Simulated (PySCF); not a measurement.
NH3 at several levels of theory

All levels use the PBE0 minimum (singlet; N–H 1.013 Å (×3); H–N–H 107.1° (×3)), basis [N def2-TZVP, H def2-TZVP], no relativity, density fitting, no spin–orbit coupling, PySCF. For vertical energies the ionised species is a doublet (spins chosen at PBE0 and kept). Atomisation goes to high-spin ground-configuration atoms, without zero-point energy. Open shells are unrestricted, also as the reference of the correlated levels. A dash marks a value that was not computed or is not defined at that level.

Z-matrix (Å, degrees; charge 0 multiplicity 1):
```
N
H  1 1.0125
H  1 1.0125 2 107.07
H  1 1.0125 2 107.07 3 -114.56
```

```csv
level,atomisation (kJ/mol),vertical IP (eV),−ε(HOMO) (eV),gap (eV),dipole (D)
PBE0,1224,10.74,7.57,8.63,1.69
CCSD(T),1178,10.71,–,–,–
HF,830,9.33,11.61,15.11,1.74
PBE,1252,10.86,5.95,6.20,1.66
r2SCAN,1220,10.67,6.31,7.51,1.69
B3LYP,1248,10.91,7.32,7.96,1.69
TPSSh,1237,10.67,6.70,7.48,1.68
MP2,1173,10.79,–,–,–
B97-3,1232,10.83,7.66,8.98,1.69
M06,1218,10.76,7.61,8.29,1.68
```

For NH₃ itself CCSD(T) correlates 8 electrons; T1 = 0.006, D1 = 0.010, (T) = -18 kJ/mol.

Q: Which levels differ least and most from CCSD(T) in the atomisation?

A: Least: MP2 (-5 kJ/mol); most: HF (-348 kJ/mol). CCSD(T) atomisation energies in a triple-zeta basis lie tens of kJ/mol low, so this is no ranking by accuracy.
